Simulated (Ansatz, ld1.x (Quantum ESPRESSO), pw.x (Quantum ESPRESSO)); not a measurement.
# rubidium: one change to the TM potential, in the atom and in the bcc crystal

```json
{"Element": "Rb", "Generator": "ld1.x (Quantum ESPRESSO) 7.5", "Type": "norm-conserving Troullier–Martins (Kleinman–Bylander form)", "Functional": "PBEsol", "Relativity": "scalar-relativistic", "Frozen core": "[Kr]", "Valence charge": "1", "Reference configuration": "4d1 5s0 5p0", "Partial waves": "5s (bound, empty): rc 3.90 bohr; 5p (bound, empty): rc 4.20 bohr; 4d (bound): rc 4.20 bohr", "Local potential": "all-electron potential smoothed inside 3.60 bohr (lloc = -1)", "Core correction": "a·sin(br)/r model core, default radius (core density twice the valence density)"}
```

Change: all radii but the core radius scaled by about 0.87 (s 3.38, p 3.64, d 3.64 bohr); local potential all-electron potential smoothed inside 3.12 bohr (lloc = -1).

Cutoffs, loose and tight: the cutoffs (Ry, on a coarse ladder) from which the occupation-weighted sum of valence levels, in a spherical-Bessel basis at the reference potential, stays within 10 and 1 mRy of its value at 400 Ry. They do not see the model core or the augmentation charge, which bear on the density cutoff. Test errors are all-electron minus pseudo excitation energies from the reference, over the configurations 4d0 5s1 5p0; 4d0 5s0.5 5p0; 4d0 5s0 5p1; 4d0.5 5s0.5 5p0; variants that change the core or the reference have their own tests.

Crystal test: bcc Rb in pw.x 7.5, no spin, 8³ k-points, Fermi–Dirac smearing 0.01 Ry, cutoffs set for each file from its atomic test. The reference is all-electron LAPW (Ansatz 0.2.0) with the same functional, mesh and smearing; V0 and B0 come from Birch–Murnaghan fits to the pressures at five volumes. Errors are pseudo minus all-electron; Δ is the rms difference of the E(V) curves that follow from these fits, minima aligned, over ±6 % about the mean V0. Mesh and smearing are coarse, so the numbers serve the comparison and aren't converged zero-temperature values; the lattice is a test structure that the element need not adopt.

All-electron: a0 = 5.579 Å (V0 = 86.80 Å³/atom), B0 = 2.9 GPa.

Problem. Does the change bring the crystal closer to the all-electron result?

Solution. The mean pressure error goes from -0.08 to -0.15 GPa, so the change moves the solid further from the all-electron pressures.

```csv
quantity,base,changed
outcome (atom),generated,generated
"cutoff, loose (atom)",6 Ry,6 Ry
"cutoff, tight (atom)",8 Ry,10 Ry
bound ghosts (atom),none,s
largest test error (meV) (atom),+15,+6.5 over the solved tests; 2 of 4 tests not solved or not reliable
cutoffs in pw.x (Ry),50/200,50/200
a0 (Å),5.532,–
a0 error (%),-0.83,–
B0 error (%),+11.6,–
Δ (meV/atom),1.4,–
mean pressure error (GPa),-0.08,-0.15
```

A dash: not determined, or the minimum lies outside the volumes sampled.

Base: This is a poor potential for the solid. The logarithmic derivative shows an extra or strongly shifted pseudo pole above the reference energy (s near 0.70 Ry, p near 1.71 Ry). Changed file: This is a poor potential for the solid. Note: ghost state, extra bound levels that the all-electron valence spectrum of the same l lacks: s at -3.1 eV. A true bound ghost makes a file unfit for plane-wave use. Atomic configuration tests: 2 of 4 tests not solved or not reliable. The atomic cutoffs weigh occupied waves only.
